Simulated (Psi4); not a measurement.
# BCl (SMILES [B]Cl): a chain of runs

Aim: a structure relaxation (HF-3c/MINIX), then vibrational wavenumbers (HF-3c/MINIX), then a single-point energy (SCS-MP2/aug-cc-pVDZ) of BCl. 

The calculation is run with Psi4 1.11.

## Step 1: The structure to begin with

BCl: 2 atoms, total charge 0, spin state singlet. As SMILES, `[B]Cl`. All atoms were displaced at random from a relaxed shape. The run starts from this shape.

Bond lengths: B1–Cl2 1.787 Å.

## Step 2: A geometry optimisation at HF-3c/MINIX (density fitting) (run 1)

Contents of calc.py:

```python
import psi4

psi4.set_memory(1600000000)
psi4.set_num_threads(1)
psi4.core.set_output_file('bcl.out', False)

mol = psi4.geometry("""
B      0.008041     0.086487    -0.118898
Cl    -0.058498     0.042736     1.666435
units angstrom
""")

options = {'reference': 'rks', 'geom_maxiter': 60}
psi4.set_options(options)

E, wfn = psi4.optimize("hf-3c", return_wfn=True)
print(f'total energy {E:.8f} hartree = {E * 27.211386:.5f} eV')
print(mol.to_string(dtype='xyz', units='Angstrom'))
```

Started as:

```bash
python calc.py
```

bcl.out:

```text
[...]
  Running in c2v symmetry.
[...]
  Nuclear repulsion =   25.169189184728634
[...]
  Multiplicity = 1
[...]
  Nalpha       = 11
  Nbeta        = 11
[...]
    Number of basis functions: 19
[...]
   @DF-RKS iter   1:  -481.73778012140031   -6.89555e-01   1.12877e-02 DIIS/ADIIS
[...]
   @DF-RKS iter   6:  -481.75124762464753   -5.68434e-14   9.02111e-09 DIIS
[...]
    Orbital Energies [Eh]
    ---------------------
    Doubly Occupied:
       1A1  -104.077236     2A1   -10.509036     3A1    -7.941994
       1B1    -7.938915     1B2    -7.938915     4A1    -7.596300
       5A1    -1.110615     6A1    -0.626719     2B2    -0.486226
       2B1    -0.486226     7A1    -0.360505
[...]
  @DF-RKS Final Energy:  -481.75124762464753
   => Energetics <=
    Nuclear Repulsion Energy =             24.5877805139521648
    One-Electron Energy =                -714.5210737029746042
    Two-Electron Energy =                 208.1878499575242074
    Total Energy =                       -481.7512476246474762
[...]
 Multipole Moments:
 ------------------------------------------------------------------------------------
     Multipole            Electronic (a.u.)      Nuclear  (a.u.)        Total (a.u.)
 ------------------------------------------------------------------------------------
 L = 1.  Multiply by 2.5417464519 to convert [e a0] to [Debye]
 Dipole X            :          0.0000000            0.0000000            0.0000000
 Dipole Y            :          0.0000000            0.0000000            0.0000000
 Dipole Z            :         -0.9835152            0.9258585           -0.0576567
 Magnitude           :                                                    0.0576567
[...]
  -Total Gradient:
     Atom            X                  Y                   Z
    ------   -----------------  -----------------  -----------------
       1        0.000000000000     0.000000000000     0.000030657488
       2        0.000000000000    -0.000000000000    -0.000030657488
[...]
    Final optimized geometry and variables:
    Molecular point group: c2v
    Full point group: C_inf_v
    Geometry (in Angstrom), charge = 0, multiplicity = 1:
    B            0.000000000000     0.000000000000    -1.391331268589
    CL           0.000000000000    -0.000000000000     0.438035269047
[...]
```

The script printed:

```text
Some dependencies such as QCElemental have not yet finished migration to pydantic v2. If issues are encountered please downgrade pydantic or upgrade QCElemental as appropriate
Optimizer: Optimization complete!
total energy -481.75124762 hartree = -13109.11916 eV
2
0 1 BCl
B                     0.000000000000     0.000000000000    -1.391331268589
Cl                    0.000000000000     0.000000000000     0.438035269047
```

It took 4.2 s on 1 thread of Intel Xeon 6975P-C (Granite Rapids), shared host; peak memory 0.21 GiB.

Steps, from the record of the run:

| step | energy from the first frame kept (eV) | largest force (eV/Å) |
| --- | --- | --- |
| 0 | 0.0000 | 0.8021 |
| 1 | -0.0152 | 0.2139 |
| 2 | -0.0165 | 0.0181 |
| 3 | -0.0165 | 0.0016 |

After the run. Bond lengths: B1–Cl2 1.829 Å.

## Step 3: Vibrational wavenumbers at HF-3c/MINIX (run 2)

Contents of bcl.xyz:

```xyz
2
BCl
B      0.009238     0.087274    -0.151006
Cl    -0.058875     0.042488     1.676544
```

Contents of bcl.py:

```python
import psi4

psi4.set_memory('1600 MB')
psi4.set_num_threads(1)
psi4.set_output_file('bcl.out', False)

with open('bcl.xyz') as f:
    atoms = ''.join(f.readlines()[2:])
molecule = psi4.geometry('0 1\n' + atoms + 'symmetry c1')

psi4.set_options(dict(reference='rks', t=400.0, rotational_symmetry_number=1, scf_type='pk'))

E, wfn = psi4.frequency("HF-3C", return_wfn=True)
print('E =', round(E, 9))
print('wavenumbers / cm^-1:', wfn.frequencies().np.round(1))
```

Started as:

```bash
python bcl.py
```

bcl.out:

```text
[...]
  Running in c1 symmetry.
[...]
  Nuclear repulsion =   24.587772285004373
[...]
  Multiplicity = 1
[...]
  Nalpha       = 11
  Nbeta        = 11
[...]
    Number of basis functions: 19
[...]
   @RKS iter   1:  -481.73651067215508   -7.30743e-01   7.14777e-03 ADIIS/DIIS
[...]
  -Total Gradient:
     Atom            X                  Y                   Z
    ------   -----------------  -----------------  -----------------
       1        0.000000000000     0.000000000000     0.000023403682
       2       -0.000000000000    -0.000000000000    -0.000023403689
[...]
   @RKS iter   9:  -481.75130175947419    5.68434e-14   1.04206e-09 DIIS
[...]
    Orbital Energies [Eh]
    ---------------------
    Doubly Occupied:
       1A   -104.077194     2A    -10.509048     3A     -7.942023
       4A     -7.938945     5A     -7.938945     6A     -7.596275
       7A     -1.110619     8A     -0.626723     9A     -0.486231
      10A     -0.486231    11A     -0.360504
[...]
  @RKS Final Energy:  -481.75130175947419
   => Energetics <=
    Nuclear Repulsion Energy =             24.5877722850043696
    One-Electron Energy =                -714.5210644142989622
    Two-Electron Energy =                 208.1877947569520870
    Total Energy =                       -481.7513017594741882
[...]
 Multipole Moments:
 ------------------------------------------------------------------------------------
     Multipole            Electronic (a.u.)      Nuclear  (a.u.)        Total (a.u.)
 ------------------------------------------------------------------------------------
 L = 1.  Multiply by 2.5417464519 to convert [e a0] to [Debye]
 Dipole X            :          0.0000000            0.0000000            0.0000000
 Dipole Y            :         -0.0000000            0.0000000           -0.0000000
 Dipole Z            :         -0.9834567            0.9258588           -0.0575979
 Magnitude           :                                                    0.0575979
[...]
  ==> Harmonic Vibrational Analysis <==
[...]
  Freq [cm^-1]                 749.4092
[...]
  IR activ [km/mol]            251.4434
[...]
  Total E_0, Enthalpy at 0 [K]                                                         -481.74959448 [Eh]
[...]
  Total H, Enthalpy at  400.00 [K]                                                     -481.74491377 [Eh]
[...]
  Total G, Gibbs energy at  400.00 [K]                                                 -481.77906073 [Eh]
[...]
```

The script printed:

```text
E = -481.751301759
wavenumbers / cm^-1: [749.4]
```

Wall time 3.3 s (1 thread of Intel Xeon 6975P-C (Granite Rapids), shared host); peak memory 0.22 GiB.

## Step 4: A single-point energy at SCS-MP2/aug-cc-pVDZ (density fitting) (run 3)

Contents of calc.in:

```
memory 1600 mb

molecule {
  B
  Cl 1 r2

  r2 = 1.829367
  units angstrom
}

set globals {
  basis       aug-cc-pVDZ
  freeze_core true
}

e_tot, wfn = energy("scs-mp2", return_wfn=True)
```

Started as:

```bash
psi4 -i calc.in -o calc.out -n 1
```

calc.out:

```text
[...]
  Running in c2v symmetry.
[...]
  Nuclear repulsion =   24.587774299498136
[...]
  Multiplicity = 1
[...]
  Nalpha       = 11
  Nbeta        = 11
[...]
    Number of basis functions: 50
[...]
   @RHF iter   1:  -484.12602093600901   -6.01789e-01   4.03595e-03 DIIS/ADIIS
[...]
   @RHF iter  10:  -484.13664348333276    5.68434e-14   4.84852e-09 DIIS
[...]
    Orbital Energies [Eh]
    ---------------------
    Doubly Occupied:
       1A1  -104.866068     2A1   -10.593450     3A1    -8.060045
       1B2    -8.058023     1B1    -8.058023     4A1    -7.749982
       5A1    -1.132695     6A1    -0.651334     2B2    -0.504891
       2B1    -0.504891     7A1    -0.394909
[...]
  @RHF Final Energy:  -484.13664348333276
   => Energetics <=
    Nuclear Repulsion Energy =             24.5877742994981361
    One-Electron Energy =                -716.3002111981295457
    Two-Electron Energy =                 207.5757934152985911
    Total Energy =                       -484.1366434833328185
[...]
 Multipole Moments:
 ------------------------------------------------------------------------------------
     Multipole            Electronic (a.u.)      Nuclear  (a.u.)        Total (a.u.)
 ------------------------------------------------------------------------------------
 L = 1.  Multiply by 2.5417464519 to convert [e a0] to [Debye]
 Dipole X            :          0.0000000            0.0000000            0.0000000
 Dipole Y            :          0.0000000            0.0000000            0.0000000
 Dipole Z            :         -0.7146338            0.9258588            0.2112250
 Magnitude           :                                                    0.2112250
[...]
	SCS-MP2 Total Energy (a.u.)        :  -484.34176632538708
	SOS-MP2 Total Energy (a.u.)        :  -484.32473026943012
	SCSN-MP2 Total Energy (a.u.)       :  -484.22659385878541
[...]
	SOS-PI-MP2 Total Energy (a.u.)     :  -484.35607806711300
[...]
	MP2 Total Energy (a.u.)            :  -484.34449063961802
[...]
```

Wall time 2.5 s (1 thread of Intel Xeon 6975P-C (Granite Rapids), shared host); peak memory 0.27 GiB.

## Step 5: What came out

| quantity | value |
| --- | --- |
| run 1, HF-3c/MINIX: total energy at the end | -481.75125 Eh |
| run 1, HF-3c/MINIX: dipole moment | 0.15 D |
| run 1, HF-3c/MINIX: HOMO energy | -9.81 eV |
| run 1, HF-3c/MINIX: LUMO energy | 3.38 eV |
| run 1, HF-3c/MINIX: HOMO–LUMO gap | 13.19 eV |
| run 1, HF-3c/MINIX: bond length | 1.829 Å |
| run 2, HF-3c/MINIX: total energy | -481.75130 Eh |
| run 2, HF-3c/MINIX: harmonic wavenumber | 749 cm⁻¹ |
| run 2, HF-3c/MINIX: zero-point energy | 4.5 kJ/mol |
| run 2, HF-3c/MINIX: ideal-gas entropy at 400 K (symmetry number 1 as used) | 53.6 cal/(mol K) |
| run 3, SCS-MP2/aug-cc-pVDZ: total energy | -484.34177 Eh |
| run 3, SCS-MP2/aug-cc-pVDZ: HOMO energy (Hartree–Fock orbitals) | -10.75 eV |
| run 3, SCS-MP2/aug-cc-pVDZ: LUMO energy (Hartree–Fock orbitals) | 0.95 eV |
| run 3, SCS-MP2/aug-cc-pVDZ: HOMO–LUMO gap (Hartree–Fock orbitals) | 11.70 eV |
| run 3, SCS-MP2/aug-cc-pVDZ: correlation energy (6 core orbitals frozen) | -205.1 mEh |

What this shows: The optimisation (run 1, HF-3c/MINIX) took 4 steps and changed the energy by -0.016 eV. The one mode (run 2, HF-3c/MINIX) is real, so the shape is a minimum at this level.
